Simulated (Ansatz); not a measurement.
Two shapes of singlet CF₂.

Shape 1:

```xyz
3

C     0.0013    0.0215   -0.6362
F     0.0176    0.9786    0.1847
F     0.0028   -1.0591    0.1617
```

Shape 2:

```xyz
3

C     0.0291    0.0507   -0.5949
F     0.0412    0.9526    0.2305
F     0.0079   -1.0719    0.2178
```

Basis set: 6-31G (spherical functions). Frozen core: 3 orbitals. Charge 0, multiplicity 1.

Computed with Ansatz (development build ahead of 0.2.0); each method stands on the lowest determinant of its kind that the runs found.

Which shape is lower in energy, and by how much in each method?

```csv
method,E(2) − E(1) (eV)
RHF,0.214
RHF-MP2,0.216
```

Shape 1 is lower.
